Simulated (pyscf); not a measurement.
Single points on ωB97X-D3(BJ)/def2-SVP structures (PySCF, gas phase).

Problem. For `[OH][PH2]` + `[OH][SiH3]` → `[SiH3][O][PH2]` + `[OH2]`, a four-centre exchange (singlet surface; H–O, O–Si broken, O–Si, H–O formed), PBE/def2-TZVP gives ΔE‡ = 79.5 kJ/mol and ΔE = -3.6 kJ/mol (zero: the separated reactants). In which direction and how far do r²SCAN/def2-TZVP, PBE0-D3(BJ)/def2-TZVP, ωB97M-D3(BJ)/def2-TZVP move these?

Solution. r²SCAN: ΔE‡ = 82.3 kJ/mol, ΔE = -6.0 kJ/mol; PBE0-D3(BJ): ΔE‡ = 81.3 kJ/mol, ΔE = -8.3 kJ/mol; ωB97M-D3(BJ): ΔE‡ = 91.8 kJ/mol, ΔE = -7.8 kJ/mol. PBE's barrier lies under all of them, by 1.7 to 12.3 kJ/mol. Its reaction energy lies over all of them, by 2.5 to 4.7 kJ/mol. On the reactant side the descent ends in a complex (not fully relaxed), 27.2 kJ/mol under the separated species and 116.4 kJ/mol under the saddle at ωB97X-D3(BJ)/def2-TZVP. On the product side the descent ends in a complex, 17.0 kJ/mol under the separated species and 119.8 kJ/mol under the saddle at ωB97X-D3(BJ)/def2-TZVP. H₃Si–O–PH₂ lies 23.9 kJ/mol over its isomer HO–SiH₂–PH₂ (electronic energy, ωB97M-D3(BJ)). This is the saddle that the search found; another between the same sides may lie lower.
